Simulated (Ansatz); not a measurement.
Reaction (SMILES): ClCCl + 2 [H][H] (H2) → C (CH4) + 2 Cl (HCl)
B3LYP-D3(BJ)/def2-TZVP geometries, fixed; electronic energies without zero-point terms.
Largest species:
```xyz
5

C      0.0039     0.0052     0.7673
Cl    -0.0175     1.4825    -0.2263
Cl     0.0153    -1.4855    -0.2061
H     -0.8904    -0.0005     1.3784
H      0.9045     0.0193     1.3690
```
Charge 0, spin multiplicity 1.

Basis-set convergence of the energy of full hydrogenation at PBE0 with Ansatz (an electronic-structure program). All functions are spherical. The program fits the integrals of some runs and decomposes those of others, by size. No added dispersion term, no relativity. Functions are those of the species that has most. Reference: the value in aug-pcseg-3, -46.04 kcal/mol, itself unsure by roughly 0.07 kcal/mol (its mean distance from aug-cc-pV(Q+d)Z, cc-pV(5+d)Z, def2-QZVPPD). Deviations are taken from unrounded values. Cost is core time over that of pcseg-2, rough, on shared machines of one kind; a dash marks a row that isn't timed (too short, read off another run, short of memory, by another algorithm or on other hardware).

| basis | functions | cost |
|---|---|---|
| pcseg-0 | 39 | - |
| pcseg-1 | 60 | 0.6× |
| aug-pcseg-1 | 95 | 0.8× |
| pcseg-2 | 126 | 1× |
| aug-pcseg-2 | 192 | 3× |
| pcseg-3 | 254 | 2× |
| aug-pcseg-3 | 361 | 5× |

**Question.** Which is the smallest pcseg set listed that can be trusted to 2 kcal/mol here, that is, within that of the reference together with its larger relatives (same family, alike in diffuse functions; a set with none to test it counts only in the reference's own line)?

**Answer.** The smallest set listed that lies within 2 kcal/mol of the reference with all its larger relatives (same family, alike in diffuse functions; a set with none counts only in the reference's own line) is aug-pcseg-1 (95 functions, 0.8× in cost, -1.34 kcal/mol off). Value minus reference: pcseg-0 -4.33, pcseg-1 -2.66, aug-pcseg-1 -1.34, pcseg-2 -0.02, aug-pcseg-2 0.03, pcseg-3 0.01, aug-pcseg-3 0.00 kcal/mol.
